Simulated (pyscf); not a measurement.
`[OH][Y]([OH])[SH]` + `[OH2]` → `[OH][Y]([OH])[OH]` + `[SH2]`, a four-centre exchange (singlet surface; S–Y, H–O broken, O–Y, H–S formed). PySCF, gas phase, ωB97X-D3(BJ)/def2-SVP geometries. Energies in kJ/mol from the separated reactants.

Small-basis levels: PySCF, no dispersion term, spherical d functions. AM1 to PM7: differences of heats of formation from MOPAC, which are fitted to 298 K values and so differ in kind from electronic energies by zero-point and thermal terms. GFN2-xTB: tblite. Cost: rough CPU time at the saddle relative to B3LYP/6-31G*+LANL2DZ, from one job on a shared machine.

```json
[
 {"level": "HF/6-31G*+LANL2DZ", "barrier": "-17.4", "reaction energy": "-21.6", "cost": "0.1"},
 {"level": "MP2/6-31G*+LANL2DZ", "barrier": "-83.9", "reaction energy": "-48.3", "cost": "0.2"},
 {"level": "SVWN5/6-31G*+LANL2DZ", "barrier": "-129.9", "reaction energy": "-22.1", "cost": "1"},
 {"level": "BP86/6-31G*+LANL2DZ", "barrier": "-80.3", "reaction energy": "-22.8", "cost": "2"},
 {"level": "PBE/6-31G*+LANL2DZ", "barrier": "-86.5", "reaction energy": "-22.5", "cost": "2"},
 {"level": "B3LYP/LANL2DZ", "barrier": "-86.3", "reaction energy": "-44.2", "cost": "0.7"},
 {"level": "B3LYP/6-31G*+LANL2DZ", "barrier": "-71.6", "reaction energy": "-28.5", "cost": "1"},
 {"level": "PBE/def2-SVP", "barrier": "-102.0", "reaction energy": "-22.4", "cost": "2"},
 {"level": "B3LYP/def2-SVP", "barrier": "-86.6", "reaction energy": "-27.9", "cost": "1"},
 {"level": "GFN2-xTB", "barrier": "-49.1", "reaction energy": "+72.8", "cost": "under 0.02"},
 {"level": "PM6", "barrier": "-6.4", "reaction energy": "-115.6", "cost": "under 0.02"},
 {"level": "PM7", "barrier": "7.2", "reaction energy": "-12.9", "cost": "under 0.02"},
 {"level": "ωB97M-D3(BJ)/def2-TZVP", "barrier": "-57.7", "reaction energy": "-14.4", "cost": "–"}
]
```

Against the last row the barrier runs from -72.3 (SVWN5/6-31G*+LANL2DZ) to +64.9 kJ/mol (PM7). ωB97M-D3(BJ)/def2-TZVP has limits of its own. On the reactant side the descent ends in an adduct with a O–Y contact, 113.5 kJ/mol under the separated species and 49.3 kJ/mol under the saddle at ωB97X-D3(BJ)/def2-TZVP. On the product side the descent ends in an adduct with a S–Y contact, 75.9 kJ/mol under the separated species and 8.7 kJ/mol under the saddle at ωB97X-D3(BJ)/def2-TZVP. At ωB97M-D3(BJ) the saddle lies under the separated reactants, which points to a path from their complex (located at ωB97X-D3(BJ) alone). At ωB97M-D3(BJ) the saddle lies under the separated products, which points to a path from their complex (located at ωB97X-D3(BJ) alone). What is counted as formed (O–Y) is already present as a longer contact in the reactant adduct; forming that adduct is a step of its own. What is counted as broken (S–Y) persists as a longer contact in the product adduct; parting that adduct is a step of its own. One saddle was located; it need not be the lowest between these sides. In the def2 sets elements past Kr carry core potentials, without spin-orbit coupling.
